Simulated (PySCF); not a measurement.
Gas-phase reaction: N₂H₂ + 2 H₂ + 2 Si = 2 H₂SiNH

Energies from PySCF, thermal terms from the rigid-rotor harmonic-oscillator model, ideal gas at 1 bar. † marks an energy on the PBE0/def2-TZVP geometry and frequencies; other levels use their own. MP2 and CCSD(T) freeze the core. 6-31G* has spherical d functions here. Open shells (unrestricted): Si (multiplicity 3, electronic degeneracy 9); the rest are closed-shell singlets. Spin-orbit splitting is ignored; it lowers the true energy and changes the entropy of Si. H₂SiNH: computed as isolated molecules; such fragments, hydroxides, amides, oligomers or adducts are transient or little studied in the gas. MP2 isn't extrapolated to the basis-set limit; its ΔH°(298 K) is -709.8 kJ in def2-SVP and -790.8 kJ in def2-TZVPP. CCSD(T) isn't extrapolated to the basis-set limit; its ΔH°(298 K) is -663.6 kJ in def2-SVP and -741.7 kJ in def2-TZVPP. The harmonic model lacks anharmonicity and excited electronic states, which grow with temperature; levels with a mode under 35 cm⁻¹ are left out.

| level | ΔE electronic, kJ | ΔH°(298 K), kJ | ΔS°(298 K), J/K | ΔG°(1400 K), kJ |
|---|---|---|---|---|
| BLYP/def2-TZVP† | -755 | -745 | -325 | -282 |
| CCSD(T)/def2-TZVPP† | -751 | -742 | -325 | -279 |
| HF/6-31G* | -499 | -488 | -327 | -18 |
| M06-2X/def2-TZVP† | -783 | -773 | -325 | -310 |
| MP2/def2-SVP† | -720 | -710 | -325 | -247 |
ΔH° is lowest at M06-2X/def2-TZVP† and highest at HF/6-31G*. No reference value is set beside these.
